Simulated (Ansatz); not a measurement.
`CC(F)CF`, charge 0, multiplicity 1.

(1) Give a relaxed structure at PBE0-D4/def2-TZVP (Ansatz). (Estimate.)

Answers

(1) Computed: 
Z-matrix (Å, degrees):
```
C
C 1 1.504
H 1 1.091 2 110.6
H 1 1.092 2 109.7 3 119.8
H 1 1.092 2 110.4 3 -120.4
F 2 1.390 1 109.7 3 61.8
C 2 1.515 1 113.6 3 -179.7
H 2 1.096 1 110.8 3 -56.4
F 7 1.380 2 109.2 1 64.7
H 7 1.093 2 110.3 1 -176.0
H 7 1.094 2 110.5 1 -54.7
```
This is one stationary point; other conformers may exist.
